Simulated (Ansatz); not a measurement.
# AlN (triplet): from Hartree-Fock to the top rungs, aug-cc-pVTZ

How much of the correlation energy of AlN (triplet) does each wave-function method recover here?

The runs use Ansatz 0.2.0, Gaussian basis; aug-cc-pVTZ, core rule «outside noble gas», up to 6 orbitals frozen.

To be run: UHF; CCSD(T) on ROHF; CCSD(T) on UHF; BCCD(T) on ROHF; CCSDT(Q) on ROHF; CCSDT(Q) on UHF; CASSCF and MRCISD+Q, 8 electrons in 8 orbitals; CASSCF and NEVPT4(SD), 8 electrons in 8 orbitals; CASSCF and NEVPT2, 8 electrons in 8 orbitals.

3 further runs of the same task are left out: 3 set aside as unsound or not needed.

## 1. What is computed

The geometry is a PBE0/def2-TZVPD stationary point (not a proven minimum) of the parent state, kept for this charge and spin.

2 atoms, charge 0, spin multiplicity 3.

Atoms are counted from 1 here; the program's logs count them from 0.

Bond lengths: Al1–N2 1.772 Å.

## 2. UHF

in.yaml reads:

```yaml
crystal:
  periodic: [false, false, false]
  atoms:
    - {symbol: Al, position_ang: [0.000000, 0.000000, 0.000000]}
    - {symbol: N, position_ang: [0.000000, 0.000000, 1.772000]}
basis:
  gaussian: {orbitals: aug-cc-pVTZ}
magnetization: {spin_polarized: true, initial_magnetization: 2}
hamiltonian: {xc: hf}
output: {orbitals: {seedname: orbitals}}
```

Started as:

```bash
> ansatz run in.yaml --threads 1 --pin off --events-out ev --progress --plain --max-ram 2816MiB --backend cpu
```

Further steps of the session: CCSD(T) on ROHF; CCSD(T) on UHF; BCCD(T) on ROHF; CCSDT(Q) on ROHF; CCSDT(Q) on UHF; CASSCF and MRCISD+Q, 8 electrons in 8 orbitals; CASSCF and NEVPT4(SD), 8 electrons in 8 orbitals; CASSCF and NEVPT2, 8 electrons in 8 orbitals.

**Question.** What will the summary of the whole plan be? Wanted: RCCSDT(Q) below the RHF energy; RMP2 from RCCSDT(Q); UMP2 from RCCSDT(Q); RCCSD from RCCSDT(Q); RCCSD(T) from RCCSDT(Q); UCCSD(T) from RCCSDT(Q); UCCSDT(Q) from RCCSDT(Q); NEVPT2 valence from RCCSDT(Q); NEVPT4(SD) valence from RCCSDT(Q).

**Answer**, as computed:

| quantity | value |
| --- | --- |
| RCCSDT(Q) below the RHF energy | -6.2452 eV |
| RMP2 from RCCSDT(Q) | +1288.7 meV |
| UMP2 from RCCSDT(Q) | +1243.7 meV |
| RCCSD from RCCSDT(Q) | +392.9 meV |
| RCCSD(T) from RCCSDT(Q) | +88.6 meV |
| UCCSD(T) from RCCSDT(Q) | +87.9 meV |
| UCCSDT(Q) from RCCSDT(Q) | -3.9 meV |
| NEVPT2 valence from RCCSDT(Q) | +1132.7 meV |
| NEVPT4(SD) valence from RCCSDT(Q) | +368.6 meV |
| MRCISD+Q valence from RCCSDT(Q) | +291.6 meV |
| levels within 1 kcal/mol (43 meV) | RCCSDT, UCCSDT, UCCSDT(Q) |
| T1 diagnostic | 0.079 |
| effectively unpaired electrons | 2.09 |

What this shows: RCCSD(T) misses by +88.6 meV, 1.4 % of the correlation energy. The occupations are near whole numbers, but T1 = 0.079 shows that the orbitals relax strongly. Of the multireference levels listed MRCISD+Q valence comes nearest in total energy (+291.6 meV), which doesn't show that its space is the better one. Coupled cluster took another determinant than the lowest Hartree-Fock one. These misses are within one basis, not against nature; the frozen cores of restricted and unrestricted runs differ, which can shift their rows.
